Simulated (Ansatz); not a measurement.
# Pulling the pair apart

The pair of HF (SMILES F, atoms 1–2) and Cl2 (SMILES ClCl, atoms 3–4), both closed shells, in one local arrangement (a lower one may exist), relaxed at PBE0-D4/def2-TZVP:

```json
{"atom": "F1", "x (Å)": "0.0394", "y (Å)": "0.2573", "z (Å)": "-1.9500"}
{"atom": "H2", "x (Å)": "0.0761", "y (Å)": "-0.0878", "z (Å)": "-1.0923"}
{"atom": "Cl3", "x (Å)": "-0.2791", "y (Å)": "0.7653", "z (Å)": "1.9804"}
{"atom": "Cl4", "x (Å)": "0.1636", "y (Å)": "-0.9348", "z (Å)": "1.0619"}
```

Cl2 is shifted rigidly along the line between the mean atom positions of the two fragments (negative: closer). Counterpoise interaction energies in kJ/mol. Program: Ansatz 0.2.0. Basis: def2-TZVPPD. Cores are frozen in the correlated methods.

```
shift (Å)  PBE0-D4  r2SCAN-D4   MP2
    -0.23     -6.7       -7.1  -2.4
    -0.12     -8.4       -8.7  -4.9
     0.00     -8.9       -9.1  -6.1
     0.12     -8.7       -8.8  -6.4
     0.28     -7.8       -7.8  -6.1
     0.58     -5.8       -5.6  -4.6
     1.16     -2.8       -2.6  -2.4
     2.32     -0.7       -0.6  -0.6
```

Task: What does CCSD(T) give at these shifts? (Judge from chemistry; the value comes from the calculation.)

Result: By the calculation: -1.9, -4.6, -5.9, -6.2, -6.0, -4.6, -2.3, -0.6 kJ/mol. For zero shift, CCSD(T) at an estimated basis limit (MP2 extrapolated from triple and quadruple zeta, plus CCSD(T) − MP2 in triple zeta) gives -7.4 kJ/mol. These are counterpoise interaction energies, counted from the two frozen fragments.

The T1 diagnostic stays at or below 0.010.

For scale, one of the runs: CCSD(T)/def2-TZVPPD, 159 basis functions, launched by `ansatz run in.yaml --threads 2 --pin off --events-out ev --progress --plain --max-ram 5222MiB`. The run took 22 s on 2 CPU threads of an Arm Neoverse V2 (shared host), with 1.1 GiB of host memory at its peak.
